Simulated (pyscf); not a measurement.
**Hydrogen abstraction: H₂N–SiH₂–F (SMILES N[SiH2]F) + H• (SMILES [H]) → H₂N–SiH•–F (SMILES N[SiH]F) + H₂ (SMILES [H][H])**

Gas phase, doublet surface, charge 0. Bonds broken: Si2–H6. Bonds formed: H6–H7. PySCF, gas phase, ωB97X-D3(BJ)/def2-SVP geometries.

Transition state (Å):

```xyz
8

N     -0.1959     0.1410    -0.8760
Si     0.0916     0.0779     0.8069
F      0.0958     1.5352     1.5467
H     -1.1167     0.3222    -1.2602
H      0.5403     0.3446    -1.5436
H     -1.1418    -0.7492     1.4726
H     -2.0180    -1.2885     1.8571
H      1.4312    -0.5207     1.0431
```

One imaginary mode, 1117i cm⁻¹; descent along it reached the two sides named.

```csv
bond,change,reactant side (Å),saddle,product side
Si2–H6,breaks,1.484,1.627,3.4
H6–H7,forms,3.6,1.098,0.757
```

Electronic energies relative to the separated reactants (eV):

```json
[
 {"level": "ωB97X-D3(BJ)/def2-TZVP", "barrier": "0.26", "reaction energy": "-0.30", "reverse barrier": "0.56"},
 {"level": "PBE/def2-TZVP", "barrier": "0.02", "reaction energy": "-0.47", "reverse barrier": "0.49"},
 {"level": "r²SCAN/def2-TZVP", "barrier": "0.01", "reaction energy": "-0.50", "reverse barrier": "0.51"},
 {"level": "B3LYP-D3(BJ)/def2-TZVP", "barrier": "0.05", "reaction energy": "-0.48", "reverse barrier": "0.54"},
 {"level": "PBE0-D3(BJ)/def2-TZVP", "barrier": "0.12", "reaction energy": "-0.36", "reverse barrier": "0.49"},
 {"level": "M06-2X/def2-TZVP", "barrier": "0.31", "reaction energy": "-0.42", "reverse barrier": "0.73"},
 {"level": "ωB97M-D3(BJ)/def2-TZVP", "barrier": "0.27", "reaction energy": "-0.29", "reverse barrier": "0.56"},
 {"level": "HF/def2-TZVP", "barrier": "0.73", "reaction energy": "-0.07", "reverse barrier": "0.80"}
]
```

With ωB97M-D3(BJ)/def2-TZVP energies and thermal terms (ideal gas, 1 atm, RRHO with modes under 100 cm⁻¹ raised to 100, one conformer, R ln 2 for chiral ones without a mode under 150 cm⁻¹), in eV:

| T (K) | ΔH‡ | ΔG‡ | ΔH | ΔG |
|---|---|---|---|---|
| 298 | 0.19 | 0.44 | -0.27 | -0.36 |
| 600 | 0.18 | 0.69 | -0.27 | -0.45 |
| 900 | 0.18 | 0.95 | -0.28 | -0.54 |
| 1200 | 0.18 | 1.21 | -0.31 | -0.62 |

One saddle was located; it need not be the lowest between these sides. The angle at the transferred H is 176°.
